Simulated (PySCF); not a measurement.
Point-charge models of `CC(O)=S` (thioacetic acid) against its computed dipole.

Coordinates (GFN2-xTB, Å) and charges (e) from the PBE0/pcSseg-1 density (PySCF):

```tsv
atom	x	y	z	Mulliken	IAO	Hirshfeld	ESP-fitted
C1	-0.973	-0.053	0.132	-0.2019	-0.4451	-0.1187	-0.3575
C2	0.473	0.228	-0.085	-0.0360	+0.1636	+0.1194	+0.3046
O3	1.231	-0.862	-0.144	-0.3036	-0.4300	-0.1511	-0.3981
S4	1.098	1.724	-0.233	-0.1555	-0.1892	-0.2034	-0.3147
H5	-1.308	-0.825	-0.558	+0.1437	+0.1706	+0.0576	+0.1522
H6	-1.120	-0.427	1.145	+0.1521	+0.1760	+0.0619	+0.1518
H7	-1.555	0.853	-0.003	+0.1487	+0.1765	+0.0541	+0.1122
H8	2.163	-0.628	-0.279	+0.2526	+0.3776	+0.1802	+0.3495
```

**Question.** Compute μ = Σ q r for each scheme (1 e·Å = 4.803 D) and compare with the dipole of the full density.

**Answer.** The full density gives (-0.58, -1.94, 0.21) D, 2.03 D in size; dipole vectors point from the negative to the positive end.

| scheme | μx | μy | μz | size (D) | share of the full size (%) | angle to the full dipole (°) |
| --- | --- | --- | --- | --- | --- | --- |
| Mulliken | -1.96 | -1.05 | 0.38 | 2.26 | 111 | 45 |
| IAO | -0.50 | -0.95 | 0.16 | 1.09 | 53 | 11 |
| Hirshfeld | -0.37 | -1.58 | 0.15 | 1.62 | 80 | 4 |
| ESP-fitted | -0.63 | -2.04 | 0.23 | 2.15 | 106 | 0 |

**Question.** Which set comes closest?

**Answer.** Length of the difference vector: ESP-fitted 0.12 D, Hirshfeld 0.43 D, IAO 0.99 D, Mulliken 1.65 D. Closest: ESP-fitted. The schemes that divide the density aren't constrained to reproduce the dipole.

**Question.** What is left for the Hirshfeld atoms' own dipoles?

**Answer.** The Hirshfeld atoms' densities add up to the full density, so μ = Σ q r + Σ (atomic dipoles). The atomic dipoles sum to (-0.58, -1.94, 0.21) − (-0.37, -1.58, 0.15) = (-0.21, -0.36, 0.06) D, 0.43 D in size.

**Question.** With the origin at the mean of the coordinates, (0.001, 0.001, -0.003) Å, which are the largest single terms, by size, of the Mulliken dipole along the direction of the full one?

**Answer.** S4 +1.48, H5 +0.76, O3 -0.66, H6 +0.62, C1 -0.33 D; all 8 atoms together +1.60 D. The single terms depend on the origin, their sum doesn't.

**Question.** Give the size of the full dipole in other units.

**Answer.** 2.03 D = 0.800 au = 0.424 e·Å = 6.79 × 10⁻³⁰ C·m.

Isolated species at its GFN2-xTB geometry (one conformer only).

Conformer computed: `[CH3:1][C:2]([OH:3])=[S:4]`: H–O3–C2–C1 180°.
